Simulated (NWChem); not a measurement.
**the pair N2H4···HF, step by step**

Wanted: a single-point energy (singlet N2H5F, PBE0-D3(0)/6-311+G**), then a single-point energy (singlet N2H4, PBE0-D3(0)/6-311+G**), then the energy (singlet HF, PBE0-D3(0)/6-311+G**), then a single-point energy (singlet N2H4, PBE0-D3(0)/6-311+G**), then a single-point energy (singlet HF, PBE0-D3(0)/6-311+G**) of FH5N2 and its partners. 

Program for the calculation: NWChem 7.3.0.

## Step 1: The structure to begin with

N2H5F: 8 atoms, total charge 0, spin state singlet. The two molecules were placed rigidly side by side, at 1 times their contact distance; the pair isn't optimised.

Bond lengths: N1–N2 1.415 Å, N1–H3 1.014 Å, N1–H4 1.011 Å, N2–H5 1.014 Å, N2–H6 1.011 Å, F7–H8 0.920 Å. Angles: N1–N2–H5 112.7°, N1–N2–H6 108.2°, N2–N1–H3 112.7°, N2–N1–H4 108.2°, H5–N2–H6 108.3°, H3–N1–H4 108.3°.

## Step 2: A single-point energy at PBE0-D3(0)/6-311+G(d,p) (run 1)

fh5n2.nw

```
echo
start fh5n2
title "FH5N2"
memory 2200 mb
charge 0

geometry units angstrom noautosym nocenter noautoz
 N       -0.135120      -0.701680       0.195900
 N        0.447280       0.583820       0.089900
 H       -1.076220      -0.737580      -0.180500
 H        0.438680      -1.352180      -0.322700
 H        0.103880       1.104720      -0.709700
 H        0.221480       1.102920       0.927100
 F       -1.700070       3.575710      -1.931330
 H       -1.462850       2.786570      -1.522270
end

basis spherical bse
 * library 6-311+G**
end

dft
 xc pbe0
 disp vdw 3
 grid fine
 convergence energy 1e-08
 iterations 100
 mulliken
 print low
end

task dft
```

Run with:

```bash
$ nwchem fh5n2.nw > fh5n2.out
```

The log of the run, cut to the lines that bear on the results:

```text
[...]
 d= 0,ls=0.0,diis     1   -212.0962977668 -2.81D+02  2.90D-02  6.89D-01     1.2
[...]
 d= 0,ls=0.0,diis     8   -212.1581089315 -4.77D-09  2.06D-06  3.82D-08     7.4
         Total DFT energy =     -212.158108931477
      One electron energy =     -427.200700094958
           Coulomb energy =      172.320876337008
    Exchange-Corr. energy =      -25.925292281839
 Nuclear repulsion energy =       68.647940644470
    Dispersion correction =       -0.000933536158
[...]
      Total Density - Mulliken Population Analysis
     ---------------------------------------------
    Atom       Charge   Shell Charges
 -----------   ------   -------------------------------------------------------
    1 N    7     7.51   1.10  0.90  0.77  0.87  1.79  0.67  1.21  0.01  0.16  0.03
    2 N    7     7.46   1.10  0.90  0.77  0.87  1.79  0.68  1.21 -0.04  0.16  0.03
    3 H    1     0.77   0.28  0.43  0.02  0.04
    4 H    1     0.73   0.28  0.41  0.00  0.04
    5 H    1     0.79   0.28  0.44  0.03  0.04
    6 H    1     0.73   0.28  0.41  0.00  0.04
    7 F    9     9.25   1.08  0.92  1.17  1.09  2.36  0.85  1.67 -0.06  0.17  0.00
    8 H    1     0.75   0.26  0.31  0.08  0.09
[...]
```

Run time: 8.1 s. Hardware: 1 thread of Intel Xeon 6975P-C (Granite Rapids), shared host; peak memory 0.12 GiB.

## Step 3: N2H4: a single-point energy at PBE0-D3(0)/6-311+G(d,p) (run 2)

mol.nw

```
start mol
title "H4N2"
memory total 2200 mb
geometry units au noautosym nocenter noautoz
  N     -0.25533979    -1.32598303     0.37019735
  N      0.84523670     1.10325991     0.16988638
  H     -2.03376105    -1.39382420    -0.34109557
  H      0.82898506    -2.55524987    -0.60981462
  H      0.19630475     2.08761824    -1.34113863
  H      0.41853654     2.08421674     1.75196509
end
basis spherical bse
  N library 6-311+G**
  H library 6-311+G**
end
dft
  xc pbe0
  disp vdw 3
  grid fine
  convergence energy 1e-08
  maxiter 100
  mulliken
  print low
end
task dft energy
```

Run with:

```bash
$ nwchem mol.nw > mol.out
```

The log of the run, cut to the lines that bear on the results:

```text
[...]
 d= 0,ls=0.0,diis     1   -111.7494269901 -1.54D+02  3.23D-02  3.12D-01     0.6
[...]
 d= 0,ls=0.0,diis     8   -111.7765851079 -4.78D-10  1.79D-07  6.17D-11     4.1
         Total DFT energy =     -111.776585107947
      One electron energy =     -233.837143252812
           Coulomb energy =       95.422748718327
    Exchange-Corr. energy =      -15.195436393349
 Nuclear repulsion energy =       41.833711003276
    Dispersion correction =       -0.000465183389
[...]
      Total Density - Mulliken Population Analysis
     ---------------------------------------------
    Atom       Charge   Shell Charges
 -----------   ------   -------------------------------------------------------
    1 N    7     7.50   1.10  0.90  0.77  0.87  1.79  0.67  1.21 -0.01  0.16  0.03
    2 N    7     7.50   1.10  0.90  0.77  0.87  1.79  0.67  1.21 -0.01  0.16  0.03
    3 H    1     0.77   0.28  0.43  0.02  0.04
    4 H    1     0.74   0.28  0.42  0.00  0.04
    5 H    1     0.77   0.28  0.43  0.02  0.04
    6 H    1     0.74   0.28  0.42  0.00  0.04
[...]
```

It took 4.8 s on 1 thread of Intel Xeon 6975P-C (Granite Rapids), shared host; peak memory 0.12 GiB.

## Step 4: HF: a single-point energy at PBE0-D3(0)/6-311+G(d,p) (run 3)

geom.nw

```
start geom
title "FH PBE0"
memory stack 880 mb heap 220 mb global 1100 mb

geometry noautosym nocenter noautoz
  F    -1.700070    3.575710   -1.931330
  H    -1.462850    2.786570   -1.522270
end

basis spherical bse
  * library 6-311+G**
end

dft
  xc pbe0
  disp vdw 3
  grid fine
  convergence energy 1e-08
  maxiter 100
  mulliken
  noprint "final vectors analysis"
end

task dft energy
```

Run with:

```bash
$ nwchem geom.nw > geom.out
```

The log of the run, cut to the lines that bear on the results:

```text
[...]
          Wavefunction type:  closed shell.
          No. of atoms     :     2
          No. of electrons :    10
[...]
          Charge           :     0
          Spin multiplicity:     1
[...]
          AO basis - number of functions:    28
[...]
              XC Information
              --------------
                         PBE0 Method XC Functional
                     Hartree-Fock (Exact) Exchange  0.250
          PerdewBurkeErnzerhof Exchange Functional  0.750
            Perdew 1991 LDA Correlation Functional  1.000 local
           PerdewBurkeErnz. Correlation Functional  1.000 non-local
[...]
 d= 0,ls=0.0,diis     1   -100.3505060342 -1.06D+02  1.74D-02  3.59D-01     0.1
[...]
 d= 0,ls=0.0,diis     7   -100.3829794336 -1.49D-10  3.29D-08  5.35D-12     0.4
         Total DFT energy =     -100.382979433625
      One electron energy =     -150.437960808488
           Coulomb energy =       55.608966867491
    Exchange-Corr. energy =      -10.730886290441
 Nuclear repulsion energy =        5.176901085399
    Dispersion correction =       -0.000000287586
[...]
      Total Density - Mulliken Population Analysis
     ---------------------------------------------
    Atom       Charge   Shell Charges
 -----------   ------   -------------------------------------------------------
    1 F    9     9.28   1.08  0.92  1.17  1.09  2.36  0.85  1.67 -0.04  0.18  0.00
    2 H    1     0.72   0.26  0.31  0.05  0.09
[...]
```

It took 0.96 s on 1 thread of Intel Xeon 6975P-C (Granite Rapids), shared host; peak memory 0.11 GiB.

## Step 5: N2H4 among ghost functions: a single-point energy at PBE0-D3(0)/6-311+G(d,p) (with ghost functions) (run 4)

a.nw

```
start a
title "H4N2"
memory stack 880 mb heap 220 mb global 1100 mb
geometry noautosym nocenter noautoz
   N    -0.135120   -0.701680    0.195900
   N     0.447280    0.583820    0.089900
   H    -1.076220   -0.737580   -0.180500
   H     0.438680   -1.352180   -0.322700
   H     0.103880    1.104720   -0.709700
   H     0.221480    1.102920    0.927100
   bqF     -1.700070     3.575710    -1.931330
   bqH     -1.462850     2.786570    -1.522270
end
basis spherical bse
   N library 6-311+G**
   H library 6-311+G**
   bqF library F 6-311+G**
   bqH library H 6-311+G**
end
dft
   xc pbe0
   disp vdw 3
   grid fine
   convergence energy 1e-08
   maxiter 100
   mulliken
   print low
end
task dft energy
```

Run with:

```bash
$ nwchem a.nw > a.out
```

The log of the run, cut to the lines that bear on the results:

```text
[...]
 d= 0,ls=0.0,diis     1   -111.7494680391 -1.54D+02  2.34D-02  3.12D-01     1.1
[...]
 d= 0,ls=0.0,diis     8   -111.7766333099 -4.71D-10  1.58D-07  1.39D-10     7.2
         Total DFT energy =     -111.776633309930
      One electron energy =     -233.837595175242
           Coulomb energy =       95.423168543925
    Exchange-Corr. energy =      -15.195455541702
 Nuclear repulsion energy =       41.833714046401
    Dispersion correction =       -0.000465183313
[...]
      Total Density - Mulliken Population Analysis
     ---------------------------------------------
    Atom       Charge   Shell Charges
 -----------   ------   -------------------------------------------------------
    1 N    7     7.52   1.10  0.90  0.77  0.87  1.79  0.67  1.21  0.01  0.16  0.03
    2 N    7     7.47   1.10  0.90  0.77  0.87  1.79  0.68  1.21 -0.04  0.16  0.03
    3 H    1     0.77   0.28  0.43  0.02  0.04
    4 H    1     0.74   0.28  0.42  0.00  0.04
    5 H    1     0.76   0.28  0.43  0.01  0.04
    6 H    1     0.74   0.28  0.42  0.01  0.04
    7 X    0    -0.00   0.00 -0.00 -0.00  0.00  0.00 -0.00 -0.00 -0.00 -0.00 -0.00
    8 X    0     0.00  -0.00  0.00  0.00  0.00
[...]
```

Wall time 8.1 s (1 thread of Intel Xeon 6975P-C (Granite Rapids), shared host); peak memory 0.12 GiB.

## Step 6: HF among ghost functions: a single-point energy at PBE0-D3(0)/6-311+G(d,p) (with ghost functions) (run 5)

fh.nw

```
start fh
title "FH"
memory 2200 mb

geometry units angstrom noautosym nocenter noautoz
F    -1.700070    3.575710   -1.931330
H    -1.462850    2.786570   -1.522270
bqN     -0.135120    -0.701680     0.195900
bqN      0.447280     0.583820     0.089900
bqH     -1.076220    -0.737580    -0.180500
bqH      0.438680    -1.352180    -0.322700
bqH      0.103880     1.104720    -0.709700
bqH      0.221480     1.102920     0.927100
end

basis spherical bse
F library 6-311+G**
H library 6-311+G**
bqN library N 6-311+G**
bqH library H 6-311+G**
end

dft
xc pbe0
disp vdw 3
grid fine
convergence energy 1e-08
maxiter 100
mulliken
print low
end

task dft energy
```

Run with:

```bash
$ nwchem fh.nw > fh.out
```

The log of the run, cut to the lines that bear on the results:

```text
[...]
 d= 0,ls=0.0,diis     1   -100.3506113647 -1.06D+02  5.82D-03  3.60D-01     0.9
[...]
 d= 0,ls=0.0,diis     7   -100.3831144878 -1.53D-10  1.39D-08  5.46D-12     6.1
         Total DFT energy =     -100.383114487799
      One electron energy =     -150.436997720891
           Coulomb energy =       55.607689962219
    Exchange-Corr. energy =      -10.730707526939
 Nuclear repulsion energy =        5.176901085399
    Dispersion correction =       -0.000000287586
[...]
      Total Density - Mulliken Population Analysis
     ---------------------------------------------
    Atom       Charge   Shell Charges
 -----------   ------   -------------------------------------------------------
    1 F    9     9.27   1.08  0.92  1.17  1.09  2.36  0.85  1.67 -0.06  0.18  0.00
    2 H    1     0.73   0.26  0.31  0.07  0.09
    3 X    0    -0.00   0.00 -0.00 -0.00  0.00  0.00 -0.00 -0.00 -0.00 -0.00  0.00
    4 X    0     0.00   0.00 -0.00 -0.00  0.00  0.00 -0.00 -0.00  0.00  0.00 -0.00
    5 X    0    -0.00  -0.00  0.00 -0.00 -0.00
    6 X    0     0.00  -0.00  0.00  0.00 -0.00
    7 X    0     0.00   0.00 -0.00  0.00  0.00
    8 X    0    -0.00  -0.00  0.00 -0.00  0.00
[...]
```

It took 6.9 s on 1 thread of Intel Xeon 6975P-C (Granite Rapids), shared host; peak memory 0.12 GiB.

## Step 7: Results

| quantity | value |
| --- | --- |
| run 1, PBE0-D3(0)/6-311+G**: total energy | -212.15811 Eh |
| run 1, PBE0-D3(0)/6-311+G**: dispersion energy | -2.45 kJ/mol |
| N2H4: total energy | -111.77659 Eh |
| N2H4: dispersion energy | -1.22 kJ/mol |
| HF: total energy | -100.38298 Eh |
| HF: dipole moment | 1.98 D |
| HF: dispersion energy | 0.00 kJ/mol |
| N2H4 among ghost functions: total energy | -111.77663 Eh |
| N2H4 among ghost functions: dispersion energy | -1.22 kJ/mol |
| HF among ghost functions: total energy | -100.38311 Eh |
| HF among ghost functions: dispersion energy | 0.00 kJ/mol |
| interaction energy of the rigid parts N2H4 and HF (parts in their own basis; closest atoms 2.44 Å apart) | 0.040 eV |
| interaction energy of the rigid parts N2H4 and HF (parts in the whole basis, counterpoise; closest atoms 2.44 Å apart) | 0.045 eV |

**Reading.** The interaction energy of the rigid parts N2H4 and HF (parts in their own basis; closest atoms 2.44 Å apart) is 0.04 eV (0.9 kcal/mol): the parts repel at this shape. Without counterpoise this holds the superposition error of the basis. The interaction energy of the rigid parts N2H4 and HF (parts in the whole basis, counterpoise; closest atoms 2.44 Å apart) is 0.04 eV (4.3 kJ/mol): the parts repel at this shape. The basis-set superposition error is 0.5 kJ/mol. Mulliken charges (run 1, PBE0-D3(0)/6-311+G**) run from -0.51 on N1 to +0.27 on H4; in a basis this large or diffuse they mean little.
